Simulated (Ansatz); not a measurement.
# C3H5F: the cost of one run

Program: Ansatz 0.2.0. Level of theory: the levels named in each step. These are calculated values, not measurements.

## 1. Starting point

Bond lengths: C1–C2 1.319 Å, C2–C3 1.495 Å, C3–F4 1.376 Å, C1–H5 1.078 Å, C1–H6 1.076 Å, C2–H7 1.081 Å, C3–H8 1.094 Å, C3–H9 1.098 Å. Angles: C1–C2–C3 124.0°, C1–C2–H7 121.5°, C3–C2–H7 114.5°, C2–C1–H5 121.8°, C2–C1–H6 121.7°, H5–C1–H6 116.5°, C2–C3–F4 110.7°, C2–C3–H8 112.1°, C2–C3–H9 110.8°, F4–C3–H8 107.1°, F4–C3–H9 106.1°, H8–C3–H9 109.8°.

Coordinates:

```xyz
9

C     1.8345   -0.5879    0.0907
C     0.7003   -0.1631   -0.4313
C    -0.6316   -0.3111    0.2311
F    -1.3927    0.8216    0.0523
H     1.8719   -1.0690    1.0545
H     2.7707   -0.4817   -0.4287
H     0.6700    0.3245   -1.3958
H    -0.5400   -0.4694    1.3101
H    -1.2014   -1.1350   -0.2196
```

## 2. A rough first relaxation, PBE-D4/def2-SVP

This run stands in another session on the same molecule. It ended at:

```xyz
9

C     1.8476   -0.5576    0.1091
C     0.6830   -0.1872   -0.4478
C    -0.6507   -0.3089    0.2213
F    -1.3421    0.8979    0.1662
H     1.8921   -0.9573    1.1364
H     2.8000   -0.4811   -0.4375
H     0.6613    0.2190   -1.4752
H    -0.5366   -0.6166    1.2855
H    -1.2726   -1.0793   -0.2948
```

## 3. Relaxation, PBE0-D4/def2-TZVPP

This run stands in another session on the same molecule. It ended at:

```xyz
9

C     1.8299   -0.5452    0.1100
C     0.6839   -0.1990   -0.4561
C    -0.6349   -0.3247    0.2171
F    -1.3033    0.8907    0.2000
H     1.8649   -0.9213    1.1272
H     2.7714   -0.4730   -0.4201
H     0.6638    0.1842   -1.4725
H    -0.5193   -0.6357    1.2585
H    -1.2745   -1.0471   -0.3008
```

## 4. Frequencies, PBE0-D4/def2-TZVPP

input.yaml

```yaml
crystal:
  periodic: [false, false, false]
  atoms:
    - { symbol: C, position_ang: [1.82988872, -0.54519899, 0.1099893] }
    - { symbol: C, position_ang: [0.68386922, -0.19900342, -0.45609243] }
    - { symbol: C, position_ang: [-0.63494766, -0.32470963, 0.21708962] }
    - { symbol: F, position_ang: [-1.30331142, 0.89069827, 0.19996413] }
    - { symbol: H, position_ang: [1.86494794, -0.92129945, 1.1271674] }
    - { symbol: H, position_ang: [2.77140412, -0.47296063, -0.42013219] }
    - { symbol: H, position_ang: [0.66381368, 0.18415971, -1.47253532] }
    - { symbol: H, position_ang: [-0.51927876, -0.6356656, 1.25854019] }
    - { symbol: H, position_ang: [-1.27453583, -1.04708027, -0.3007607] }
basis:
  gaussian: { orbitals: def2-TZVPP }
hamiltonian:
  xc: pbe0
  dispersion: d4
phonons: {}
```

Launch:

```bash
$ ansatz run input.yaml --threads 4 --pin off --max-ram 10240MiB --backend cpu --events-out ev --progress --plain --runs-dir out
```

What time and memory should one allow on 4 threads of AMD EPYC (Zen 3), shared host?

About 2.2 min, with a peak of 0.39 GiB.
